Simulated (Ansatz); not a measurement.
Method: frozen-core CCSD(T)/cc-pVTZ // PBE0-D4/def2-TZVP in Ansatz (a program for electronic structure).

Ansatz 0.2 input:
```yaml
crystal:
  periodic: [false, false, false]
  atoms:
    - { symbol: C, position_ang: [-0.619177, 0.008049, 0.060622] }
    - { symbol: C, position_ang: [0.619222, -0.007972, -0.047595] }
    - { symbol: H, position_ang: [-1.69653, 0.020723, 0.15461] }
    - { symbol: H, position_ang: [1.696486, -0.020801, -0.142581] }
basis:
  gaussian: { orbitals: cc-pVTZ }
correlation:
  method: ccsd_t
total_charge: 1
magnetization:
  spin_polarized: true
  initial_magnetization: 1
```

Output:

```
Functional definition: HF
498 factors; integrals over basis functions are off by at most 1.1e-3 eV
mean field evaluation 1: about -2080.0650 eV, gradient 1.6e1 eV
mean field evaluation 2: about -2080.0699 eV, gradient 1.6e1 eV
mean field evaluation 4: about -2081.3927 eV, gradient 1.0e0 eV
mean field evaluation 8: about -2081.4002 eV, gradient 2.9e-4 eV
mean field evaluation 16: about -2081.4002 eV, gradient 3.4e-4 eV
mean field evaluation 32: about -2081.3983 eV, gradient 6.6e-1 eV
mean field evaluation 64: about -2081.3999 eV, gradient 1.6e-1 eV
mean field evaluation 96: about -2081.3951 eV, gradient 1.1e0 eV
mean field evaluation 128: about -2081.3877 eV, gradient 1.6e0 eV
mean field evaluation 160: about -2081.4002 eV, gradient 2.3e-10 eV
mean field evaluation 192: about -2081.4002 eV, gradient 8.0e-4 eV
mean field -2081.40023723 eV, -76.4900478945 hartree, gradient 8.6e-11 eV, S^2 0.754918; 7 other end points of the search recorded, 0 dependent functions left out
2 core orbitals not correlated
reference -2081.40023723 eV, -76.4900478945 hartree; 5, 4 occupied and 81, 82 virtual orbitals, 498 factors
second order -6.74312349 eV of doubles, -0.00000000 eV of singles
cycle   1  -7.12585630 eV  change   -3.8e-1 eV  update   5.7e-2
cycle   2  -7.35020792 eV  change   -2.2e-1 eV  update   1.9e-2
cycle   3  -7.38086125 eV  change   -3.1e-2 eV  update   7.2e-3
cycle   4  -7.38190826 eV  change   -1.0e-3 eV  update   2.2e-3
cycle   5  -7.38219725 eV  change   -2.9e-4 eV  update   5.0e-4
cycle   6  -7.38227782 eV  change   -8.1e-5 eV  update   1.2e-4
cycle   7  -7.38232042 eV  change   -4.3e-5 eV  update   3.7e-5
cycle   8  -7.38232280 eV  change   -2.4e-6 eV  update   1.1e-5
perturbative correction -0.31371412 eV, -0.0115287811 hartree
Total energy: -2089.09627415 eV, -76.7728720347 hartree
```

Cost: about 16 core-seconds (a rough figure).
